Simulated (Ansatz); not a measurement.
**Ta2Ga: from a trial structure to a relaxed crystal**

Level of theory: DFT PBE, scalar-relativistic, plane waves, PAW (Ansatz).

The start puts Ta2Ga on the cubic Laves (C15) structure type (Fd-3m, No. 227), with Ga in place of Mg, Ta in place of Cu, at a guessed volume.

Input of the last, converged step (default PAW datasets):

```yaml
crystal:
  lattice:
    - [0.0, 3.8785251449, 3.8785251449]
    - [3.8785251449, 0.0, 3.8785251449]
    - [3.8785251449, 3.8785251449, 0.0]
  atoms:
    - { symbol: Ta, position: [0.125, 0.125, 0.125] }
    - { symbol: Ta, position: [0.625, 0.125, 0.125] }
    - { symbol: Ta, position: [0.125, 0.125, 0.625] }
    - { symbol: Ta, position: [0.125, 0.625, 0.125] }
    - { symbol: Ga, position: [0.5, 0.5, 0.5] }
    - { symbol: Ga, position: [0.75, 0.75, 0.75] }
basis:
  ecutwfc: 420
kpoints:
  mp_grid: { grid: [8, 8, 8] }
hamiltonian:
  xc: pbe
scf:
  occupations: { method: gaussian, width: 0.1 }
output:
  forces: true
  stress: true
  eigenvalues: true
relax:
  adjacent_minimum: "off"
  f_tol: 0.01
  max_steps: 80
  cell: { stress_tol: 0.05 }
```

Launched as:

```bash
ansatz run input.yaml --threads 1 --pin off --max-ram 2560MiB --backend cpu --events-out ev --progress --plain --runs-dir out
```

It took 38 s on 1 thread of Arm Neoverse V1 (shared host), peak memory 0.46 GiB.

End of the output:

```
SCF converged after 5 iterations
Free energy (F): -47292.162468 eV
Harris-Foulkes:  -47292.162468 eV  (|F-HF|=2.18e-11)
Internal energy: -47292.131903 eV  (E = F + TS)
E sigma→0 (E₀):  -47292.147186 eV
Entropy (-TS):   -0.030564 eV (-5.094 meV/atom)
Fermi energy:    14.834817 eV
--- Per-component energies (eV) ---
  E_band       = -564.283469
  E_kinetic    = 1694.038550
  E_local      = -6129.350394  (includes V_loc(G=0)·N_el)
  E_nonlocal   = 912.703267
  E_hartree    = 2582.077538
  E_xc         = -1008.826267
  E_vxc        = -928.075837  (∫ρ·V_xc dr)
  E_paw        = -37566.534607  (= ΣΔE_a)
  E_vpaw       = -1277.754676  (= ΣTr[D̂ρ^β])
  E_aug_tail   = 0.000417  (compensation charges beyond the density's cutoff)
  E_ewald      = -7776.240407
  E_smearing   = -0.030564  (= −TS)
  E_closure    = 0.000000  (closes the sum)
  Σ components = -47292.162468   (vs F -47292.162468, Δ=0.00e0)
--- Forces (eV/Å), atoms counted from 1 ---
  atom   1  Ta     0.00000000     0.00000000     0.00000000
  atom   2  Ta     0.00000000     0.00000000     0.00000000
  atom   3  Ta     0.00000000     0.00000000     0.00000000
  atom   4  Ta     0.00000000     0.00000000     0.00000000
  atom   5  Ga     0.00000000     0.00000000     0.00000000
  atom   6  Ga     0.00000000     0.00000000     0.00000000
  max |Σ_I F_I| component: 3.24e-17 eV/Å
--- Stress (GPa, compression-positive) ---
       -0.017218       0.000000       0.000000
        0.000000      -0.017218       0.000000
        0.000000       0.000000      -0.017218
  P = ⅓ Tr σ = -0.0172 GPa (-0.172 kbar)
--- Relaxed structure (3 steps of the walk, 2 accepted, 1 SCFs on fresh bases) ---
  F+E_penalty+E_count = -47292.16246784 eV   max|allowed force component| = 6.168e-17 eV/Å   (the final SCF, on the basis selected at the relaxed cell)
  cell:  # Å, volume = 115.7793 Å³
    - [0.000000, 3.868420, 3.868420]
    - [3.868420, 0.000000, 3.868420]
    - [3.868420, 3.868420, 0.000000]
  atoms:
    - { symbol: Ta, position: [0.125, 0.125, 0.125] }
    - { symbol: Ta, position: [0.625, 0.125, 0.125] }
    - { symbol: Ta, position: [0.125, 0.125, 0.625] }
    - { symbol: Ta, position: [0.125, 0.625, 0.125] }
    - { symbol: Ga, position: [0.5, 0.5, 0.5] }
    - { symbol: Ga, position: [0.750000, 0.750000, 0.750000] }
```

Total energies depend on the potentials used, so only differences within one code and one set of settings carry meaning.

The result has space group Fd-3m (No. 227). Ta has 6 Ta at 2.74 Å and 6 Ga at 3.21 Å; Ga has 12 Ta at 3.21 Å and 4 Ga at 3.35 Å.

Against the elements it lies at 0.48 eV/atom. Formation energies are uncorrected and refer to the elements' standard structures at the same level.

For metals, differences of a few meV/atom aren't resolved. Spin–orbit coupling is left out.

Symmetry constrained the relaxation, so the result can be a saddle point.